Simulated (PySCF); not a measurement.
## Computed NMR parameters against published values

Mapped SMILES: `[CH3:1][CH2:2][CH2:3][C:4](=[O:5])[OH:6]`; H(Xn) means a hydrogen on atom n.

Computational details: σ from GIAO-B97-2/pcSseg-2, structure optimised with PBE0-D3(BJ)/def2-TZVP, in PySCF (one averaged value for each set of equivalent atoms, no solvent model, non-relativistic Hamiltonian, a single conformation).

Reference values: measured (solution, not stated per compound (mostly CDCl3 or CCl4); Pretsch, Buehlmann, Badertscher, Structure Determination of Organic Compounds, 4th ed. (2009)).
```tsv
atoms	quantity	reference	computed	computed, scaled
C3	δ 13C	36.2	37.5	34.2
C2	δ 13C	18.7	22.0	19.2
C1	δ 13C	13.7	16.2	13.6
H(C3)	δ 1H	2.31	2.32	2.32
H(C2)	δ 1H	1.68	1.63	1.67
H(C1)	δ 1H	1.00	0.95	1.04
```

Computed shifts are σ(ref) − σ with the named reference compound (TMS for H and C) calculated as an isolated molecule at the same level. The measured values may be among those fitted. Empirical linear scaling, fitted to shifts measured mostly in CDCl3 for H and C (δ vs TMS): 13C: δ = 176.83 − 0.965σ (rms 2.0 ppm, 507 shifts, 2.1 ppm with the 1 outlier that the fit left out); 1H: δ = 29.81 − 0.938σ (rms 0.14 ppm, 293 shifts, 0.16 ppm with the 4 outliers that the fit left out). Occasional misses reach two or three times the rms, and more in compound classes unlike the fitted ones. Hydrogens on heteroatoms aren't scaled, only referred to computed TMS.

(1) How far are the unscaled 13C shifts from the references?

(2) How far are the unscaled 1H shifts from the references?

## Answers

(1) Mean signed difference +2.37 ppm, mean absolute 2.37 ppm over 3 comparisons; the largest is +3.3 ppm at C2 (sp3 CH2).

(2) Mean signed difference -0.03 ppm, mean absolute 0.04 ppm over 3 comparisons; the largest is -0.05 ppm at H(C2) (hydrogen on an sp3 CH2).

6 of the 7 published NMR values on file for this molecule are compared. The rest: values whose atom or origin is in doubt.
